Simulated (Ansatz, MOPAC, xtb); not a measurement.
# How methods differ on BF2 (SMILES F[B]F)

BF2, doublet, SMILES `F[B]F`. Each level relaxes the structure for itself.

Quantity: the highest harmonic wavenumber at each level's own minimum, in cm⁻¹. The values are calculated.

```csv
level,kind,program,value (cm⁻¹)
GFN2-xTB,semi-empirical,xtb,1253
PM6-D3,semi-empirical,MOPAC,1413
PM6-DH+,semi-empirical,MOPAC,1413
PM6-DH2,semi-empirical,MOPAC,1413
UHF/STO-3G,Hartree–Fock,Ansatz,1635
UHF/3-21G,Hartree–Fock,Ansatz,1594
UHF/6-31G* (Cartesian functions),Hartree–Fock,Ansatz,1518
USPW92/6-31G** (Cartesian functions),LDA,Ansatz,1465
USVWN5/def2-TZVP,LDA,Ansatz,1443
UPBE/def2-SVP,GGA,Ansatz,1416
```

Harmonic and unscaled. The values span 1253 to 1635 cm⁻¹. Without the sets that lack polarisation functions the rows with a basis span only 1416 to 1518 cm⁻¹.
